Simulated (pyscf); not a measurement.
Thermochemistry of product channels of O=AsH + SiH₄ on the singlet surface, in kJ/mol, from ωB97M-D3(BJ)/def2-TZVP energies (ideal gas, 1 atm, RRHO with modes under 100 cm⁻¹ raised to 100, one conformer, R ln 2 for chiral ones without a mode under 150 cm⁻¹). PySCF, gas phase, ωB97X-D3(BJ)/def2-SVP geometries.

```csv
products,ΔE,ΔH(298 K),ΔG(900 K),ΔG(1200 K)
HO–AsH–SiH₃,-178.8,-163.1,-52.6,-19.2
O=As–SiH₃ + H₂,+12.7,+9.2,+9.7,___
```

**Question.** Fill in the missing entries.

**Answer.** 
- O=As–SiH₃ + H₂, ΔG(1200 K): +6.1

These are energies of the channels, which say nothing of barriers. O=AsH lies 31.2 kJ/mol over its isomer HO–As: [triplet] (electronic energy, ωB97M-D3(BJ)). HO–AsH–SiH₃ lies 124.1 kJ/mol over its isomer HO–SiH₂–AsH₂ (electronic energy, ωB97M-D3(BJ)). Elements up to Kr have no core potential and no relativistic terms here.
